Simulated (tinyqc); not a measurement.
Worked calculation (part 3 of 3): UKS/PBE in the sto-6g basis, for H2O, spin multiplicity 3. Computed by tinyqc, a small Python program that keeps every step (integrals from PySCF). Command: `OMP_NUM_THREADS=1 python tinyqc.py 25004 25005 out.jsonl` (the two numbers bound the seeds that draw the settings). One thread of a shared host (Intel(R) Xeon(R) Processor @ 2.60GHz), about 3 s of CPU time with the checks.

Geometry (angstrom):
```
atom        x         y        z
O     0.00000   0.00000  0.00000
H     0.00000   0.88900  0.75800
H     0.00000  -0.88900  0.75800
```

## Convergence

Stop when the energy changes by less than 1e-08 hartree and every element of the error matrix X^T (F D S - S D F) X (for each spin) is below 3e-05.

Course of the cycle:
```
iteration  E (hartree)     change  largest element of the error matrix
1          -60.7415127          -                             4.52e+00
2          -75.3161051  -1.46e+01                             2.27e-01
3          -75.3943273  -7.82e-02                             2.64e-01
4          -75.7049088  -3.11e-01                             4.03e-02
5          -75.6882494   1.67e-02                             6.24e-02
6          -75.7149646  -2.67e-02                             6.66e-03
7          -75.7149910  -2.64e-05                             6.87e-03
8          -75.7151855  -1.94e-04                             3.50e-03
9          -75.7152488  -6.33e-05                             3.49e-04
10         -75.7152494  -6.68e-07                             1.50e-05
11         -75.7152494  -5.21e-10                             2.55e-06
```

PySCF UKS in the same basis, fine grid, after a stability check = -75.7133284 hartree

Converged in 11 iterations. The coarse grid moves the energy by -1.92e-03 hartree.

## Populations, bond orders and dipole

D(alpha) after iteration 11, order 1O 1s, 1O 2s, 1O 2px, 1O 2py, 1O 2pz, 2H 1s, 3H 1s:
$$\begin{pmatrix}
1.06229 & -0.28690 & 0.00000 & 0.00000 & -0.02407 & 0.05909 & 0.05908 \\
-0.28690 & 1.36854 & 0.00000 & 0.00002 & 0.17591 & -0.43175 & -0.43172 \\
0.00000 & 0.00000 & 1.00000 & 0.00000 & 0.00000 & 0.00000 & 0.00000 \\
0.00000 & 0.00002 & 0.00000 & 0.50115 & 0.00002 & 0.26972 & -0.26976 \\
-0.02407 & 0.17591 & 0.00000 & 0.00002 & 1.09915 & -0.24336 & -0.24332 \\
0.05909 & -0.43175 & 0.00000 & 0.26972 & -0.24336 & 0.74245 & 0.45204 \\
0.05908 & -0.43172 & 0.00000 & -0.26976 & -0.24332 & 0.45204 & 0.74237
\end{pmatrix}$$

D(beta) after iteration 11, order 1O 1s, 1O 2s, 1O 2px, 1O 2py, 1O 2pz, 2H 1s, 3H 1s:
$$\begin{pmatrix}
1.05310 & -0.22955 & 0.00000 & 0.00000 & 0.04314 & -0.00793 & -0.00793 \\
-0.22955 & 1.01046 & 0.00000 & 0.00000 & -0.24369 & -0.01337 & -0.01337 \\
0.00000 & 0.00000 & 0.00000 & 0.00000 & 0.00000 & 0.00000 & 0.00000 \\
0.00000 & 0.00000 & 0.00000 & 0.53354 & 0.00000 & 0.26295 & -0.26295 \\
0.04314 & -0.24369 & 0.00000 & 0.00000 & 0.60746 & 0.24690 & 0.24690 \\
-0.00793 & -0.01337 & 0.00000 & 0.26295 & 0.24690 & 0.23802 & -0.02116 \\
-0.00793 & -0.01337 & 0.00000 & -0.26295 & 0.24690 & -0.02116 & 0.23801
\end{pmatrix}$$

overlap S, order 1O 1s, 1O 2s, 1O 2px, 1O 2py, 1O 2pz, 2H 1s, 3H 1s:
$$\begin{pmatrix}
1.00000 & 0.23114 & 0.00000 & 0.00000 & 0.00000 & 0.03408 & 0.03408 \\
0.23114 & 1.00000 & 0.00000 & 0.00000 & 0.00000 & 0.35001 & 0.35001 \\
0.00000 & 0.00000 & 1.00000 & 0.00000 & 0.00000 & 0.00000 & 0.00000 \\
0.00000 & 0.00000 & 0.00000 & 1.00000 & 0.00000 & 0.23893 & -0.23893 \\
0.00000 & 0.00000 & 0.00000 & 0.00000 & 1.00000 & 0.20372 & 0.20372 \\
0.03408 & 0.35001 & 0.00000 & 0.23893 & 0.20372 & 1.00000 & 0.16986 \\
0.03408 & 0.35001 & 0.00000 & -0.23893 & 0.20372 & 0.16986 & 1.00000
\end{pmatrix}$$

Mulliken: Z minus the diagonal of D S on the atom; Loewdin: the same with S^(1/2) D S^(1/2); Mayer order: 2 sum_s sum (D(s) S)_ij (D(s) S)_ji over the two atoms.

Charges (e):
```
atom  Mulliken   Loewdin  Mulliken spin
1O     0.05515   0.10132        1.31525
2H    -0.02760  -0.05068        0.34240
3H    -0.02755  -0.05063        0.34235
```

Mayer bond orders:
```
pair    order
2-1   0.68351
3-1   0.68355
3-2   0.19849
```

dipole moment about the origin, x y z (debye): [0.00000, -0.00027, -0.02699]

<S^2> of the determinant (pure state: 2) = 2.00079
